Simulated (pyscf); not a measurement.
H₃C–CH₂–OH + OH• → HO–OH + •H₂C–CH₃ (substitution at O; doublet surface; C–O broken, O–O formed). Single points on ωB97X-D3(BJ)/def2-SVP structures (PySCF, gas phase). Energies in kJ/mol from the separated reactants.

| level | barrier | reaction energy |
|---|---|---|
| ωB97X-D3(BJ)/def2-TZVP | … | … |
| PBE/def2-TZVP | 160.6 | +156.2 |
| B3LYP-D3(BJ)/def2-TZVP | 201.8 | +181.1 |
| M06-2X/def2-TZVP | 244.2 | +192.6 |
| ωB97M-D3(BJ)/def2-TZVP | 232.3 | +187.8 |
| HF/def2-TZVP | … | +253.4 |

Q: Fill in the missing entries.

A: 
- ωB97X-D3(BJ)/def2-TZVP, barrier: 235.6
- ωB97X-D3(BJ)/def2-TZVP, reaction energy: +188.7
- HF/def2-TZVP, barrier: 322.5

The functionals in the table span 83.6 kJ/mol in this barrier, from PBE to M06-2X. On the reactant side the descent ends in a complex, 30.5 kJ/mol under the separated species and 266.2 kJ/mol under the saddle at ωB97X-D3(BJ)/def2-TZVP. Abstraction by the radical was not located in this set and often lies lower. This is the saddle that the search found; another between the same sides may lie lower. The angle at the attacked O is 171°. Left out: the spin-orbit lowering of OH.
